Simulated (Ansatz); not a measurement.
Here is an Ansatz input file for C₄H₄NO (charge -1), SMILES Oc1cc[n-]c1. Write the same calculation for the Python package.

```yaml
crystal:
  periodic: [false, false, false]
  atoms:
    - { symbol: O, position_ang: [1.9661, 0.4674, -0.5191] }
    - { symbol: C, position_ang: [0.6478, 0.1429, -0.1649] }
    - { symbol: C, position_ang: [-0.4671, 0.8974, -0.4315] }
    - { symbol: C, position_ang: [-1.5194, 0.1845, 0.1009] }
    - { symbol: "N", position_ang: [-1.0967, -0.9516, 0.6696] }
    - { symbol: C, position_ang: [0.2296, -0.9772, 0.507] }
    - { symbol: H, position_ang: [2.4804, -0.2806, -0.1761] }
    - { symbol: H, position_ang: [-0.5118, 1.8431, -0.9458] }
    - { symbol: H, position_ang: [-2.5654, 0.4675, 0.0845] }
    - { symbol: H, position_ang: [0.8366, -1.7934, 0.8752] }
total_charge: -1
basis:
  gaussian: { orbitals: def2-SVP }
hamiltonian:
  xc: pbe0
output:
  forces: true
```

Launched from the shell:
```console
$ ansatz run input.yaml --threads 1 --pin off --max-ram 4096MiB --backend cpu --events-out ev --progress --plain --runs-dir out
Engine: ansatz 0.2.0, x86_64-unknown-linux-gnu
Functional definition: PBE0
  parameter a = 0.25
  parameter kappa = 0.804
  parameter beta = 0.06672455060314922
  exchange = (1 - a)*pbe_x(kappa = kappa, mu = beta*pi^2/3) + a*exact_x
  correlation = pbe_c(beta = beta)
1061 factors; integrals over basis functions are off by at most 1.5e-3 eV
mean field evaluation 1: about -7731.2340 eV, gradient 3.7e1 eV
mean field evaluation 2: about -7730.2339 eV, gradient 4.3e1 eV
mean field evaluation 4: about -7734.6687 eV, gradient 3.0e0 eV
mean field evaluation 8: about -7735.0036 eV, gradient 5.0e-1 eV
mean field evaluation 16: about -7735.0042 eV, gradient 2.9e-4 eV
mean field -7735.00416666 eV, -284.2561601507 hartree, gradient 2.6e-5 eV, S^2 0.000000; 0 other end points of the search recorded, 0 dependent functions left out
the calculation of the forces begins
reference -7735.00418684 eV, -284.2561608923 hartree; 22, 22 occupied and 82, 82 virtual orbitals, 1061 factors
Total energy: -7735.00418684 eV, -284.2561608923 hartree
Atom 0 at     1.966100     0.467400    -0.519100 Å, force    -0.055067    -0.444999     0.252329 eV/Å
Atom 1 at     0.647800     0.142900    -0.164900 Å, force     2.339815     0.348676    -0.503984 eV/Å
Atom 2 at    -0.467100     0.897400    -0.431500 Å, force    -0.212613     1.532811    -0.814665 eV/Å
Atom 3 at    -1.519400     0.184500     0.100900 Å, force    -0.505096    -0.642603     0.420551 eV/Å
Atom 4 at    -1.096700    -0.951600     0.669600 Å, force    -1.462777    -0.780367     0.624230 eV/Å
Atom 5 at     0.229600    -0.977200     0.507000 Å, force     0.110482    -0.510589     0.266405 eV/Å
Atom 6 at     2.480400    -0.280600    -0.176100 Å, force    -0.156041     0.403277    -0.201079 eV/Å
Atom 7 at    -0.511800     1.843100    -0.945800 Å, force     0.068888     0.516024    -0.293107 eV/Å
Atom 8 at    -2.565400     0.467500     0.084500 Å, force    -0.510980     0.052896     0.039042 eV/Å
Atom 9 at     0.836600    -1.793400     0.875200 Å, force     0.383388    -0.475126     0.210277 eV/Å
Dipole moment:     0.595760     0.076418    -0.121406 e Å
```

Typed at the interpreter:
```pycon
>>> import ansatz as az
>>> import numpy as np
>>> deck = {
...     "crystal": {
...         "periodic": [False, False, False],
...         "atoms": [
...             {"symbol": "O", "position_ang": [1.9661, 0.4674, -0.5191]},
...             {"symbol": "C", "position_ang": [0.6478, 0.1429, -0.1649]},
...             {"symbol": "C", "position_ang": [-0.4671, 0.8974, -0.4315]},
...             {"symbol": "C", "position_ang": [-1.5194, 0.1845, 0.1009]},
...             {"symbol": "N", "position_ang": [-1.0967, -0.9516, 0.6696]},
...             {"symbol": "C", "position_ang": [0.2296, -0.9772, 0.507]},
...             {"symbol": "H", "position_ang": [2.4804, -0.2806, -0.1761]},
...             {"symbol": "H", "position_ang": [-0.5118, 1.8431, -0.9458]},
...             {"symbol": "H", "position_ang": [-2.5654, 0.4675, 0.0845]},
...             {"symbol": "H", "position_ang": [0.8366, -1.7934, 0.8752]},
...         ],
...     },
...     "total_charge": -1,
...     "basis": {"gaussian": {"orbitals": "def2-SVP"}},
...     "hamiltonian": {"xc": "pbe0"},
...     "output": {"forces": True},
... }
>>> session = az.Session.from_dict(deck)
>>> summary = session.plan(threads=1).execute().report

>>> for key in ("converged", "free_energy_ev", "reference_energy_ev", "n_frozen", "n_occupied", "n_virtual"):
...     print(f"{key:22s} {summary[key]}")
...
converged              True
free_energy_ev         -7735.004186840967
reference_energy_ev    -7735.004186840967
n_frozen               0
n_occupied             [22, 22]
n_virtual              [82, 82]
>>> symbols = ["O", "C", "C", "C", "N", "C", "H", "H", "H", "H"]
>>> print("forces (eV/A)")
forces (eV/A)
>>> for symbol, f in zip(symbols, summary["forces_ev_ang"]):
...     print(f"  {symbol:2s} {f[0]:9.4f} {f[1]:9.4f} {f[2]:9.4f}")
...
  O    -0.0551   -0.4450    0.2523
  C     2.3398    0.3487   -0.5040
  C    -0.2126    1.5328   -0.8147
  C    -0.5051   -0.6426    0.4206
  N    -1.4628   -0.7804    0.6242
  C     0.1105   -0.5106    0.2664
  H    -0.1560    0.4033   -0.2011
  H     0.0689    0.5160   -0.2931
  H    -0.5110    0.0529    0.0390
  H     0.3834   -0.4751    0.2103
>>> charges = summary["charge_distribution"]
>>> dipole = np.array(charges["dipole_moment_e_ang"]) * 4.803205
>>> print("dipole (D): {:.3f} {:.3f} {:.3f}, length {:.3f}".format(*dipole, np.linalg.norm(dipole)))
dipole (D): 2.862 0.367 -0.583, length 2.943
>>> print("atom  Mulliken   Lowdin")
atom  Mulliken   Lowdin
>>> for symbol, m, l in zip(symbols, charges["mulliken_charges_e"], charges["lowdin_charges_e"]):
...     print(f"{symbol:4s} {m:9.3f} {l:8.3f}")
...
O       -0.328    0.084
C        0.125   -0.226
C       -0.176   -0.196
C       -0.032   -0.218
N       -0.281   -0.025
C       -0.142   -0.273
H        0.150   -0.031
H       -0.105   -0.023
H       -0.097   -0.046
H       -0.115   -0.046
```

Reading the output:
- Total energies depend on the basis set; only differences at equal settings carry meaning.
- The geometry is a force-field or estimated start, not a minimum of this method, and the basis set is short of its limit.
- The Löwdin charges here are taken after orthogonalising the functions within each atom; they differ from plain Löwdin charges, and their signs can be unphysical.
- An ion's dipole depends on the origin; the program takes it about the centre of nuclear charge.
- Anions want diffuse functions, which this basis lacks.
- The whole script took 3.6 s on 1 thread of Intel(R) Xeon(R) 6975P-C (Granite Rapids), on a shared host, peak memory 0.26 GiB.

(Lines on the test bed's own set-up are left out of the output.)
